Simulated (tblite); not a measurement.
Species: C4H4FS (doublet state).
Structure used (GFN2-xTB), in Å, numbered top down from 1:
```xyz
10
C4H4FS angstrom
F      2.4230    1.2291   -0.5462
C      1.2217    0.7113   -0.2801
C      0.9380   -0.6361   -0.1556
C     -0.3745   -0.8946    0.1178
C     -1.2314    0.3182    0.2259
S     -0.1470    1.7619   -0.0644
H      1.7022   -1.3843   -0.2685
H     -0.8016   -1.8691    0.2529
H     -1.6883    0.4286    1.2137
H     -2.0332    0.3397   -0.5179
```

Computed geometry: GFN2-xTB, gas phase. This method treats the open shell by occupation alone, without spin polarisation.

Take the most abundant isotopes and a rigid rotor. 

(1) What are A, B and C (MHz)?

(2) What kind of rotor is it?

(3) Is it planar, by Δ = Ic − Ia − Ib?

(4) Give the other two planar moments, Paa and Pbb, and the rms extents of the mass along the axes.

(5) Estimate the classical rotational partition function at 100 K, 200 K and 298.15 K.

Answers

(1) Ia = 101.94, Ib = 165.42, Ic = 264.21 u·Å²; 505379 MHz·u·Å²/I gives A = 4958, B = 3055, C = 1913 MHz.

(2) An asymmetric top. Ray's parameter κ = (2B − A − C)/(A − C) = -0.250; −1 is the prolate and +1 the oblate limit.

(3) Not planar: Δ = Ic − Ia − Ib = -3.15 u·Å². For a rigid frame Δ = −2 Σ m c², so Σ m c² = 1.57 u·Å² lies off the ab plane, practically all of it from hydrogen. The atom farthest from that plane is 0.88 Å away.

(4) Paa = Σ m a² = (Ib + Ic − Ia)/2 = 163.85 and Pbb = Σ m b² = (Ia + Ic − Ib)/2 = 100.37 u·Å². With the mass M = 103.00 u, the rms extents √(P/M) along a, b and c are 1.26, 0.99, 0.12 Å.

(5) Point group Cs, symmetry number σ = 1; q = (√π/σ)·√((kT/h)³/(ABC)), k/h = 20836.6 MHz/K: 31300 at 100 K, 88600 at 200 K, 161000 at 298.15 K.

For this open shell read J as N, the rotation without spin; fine and hyperfine splittings come on top. Its GFN2-xTB frequencies are all real (lowest 149 cm⁻¹). No vibrational averaging or centrifugal distortion is included, and the geometry carries the error of its method.

Time: 0.16 s wall. Hardware: an Arm Neoverse V2 with one thread (shared host). That covers the optimisation of the geometry.
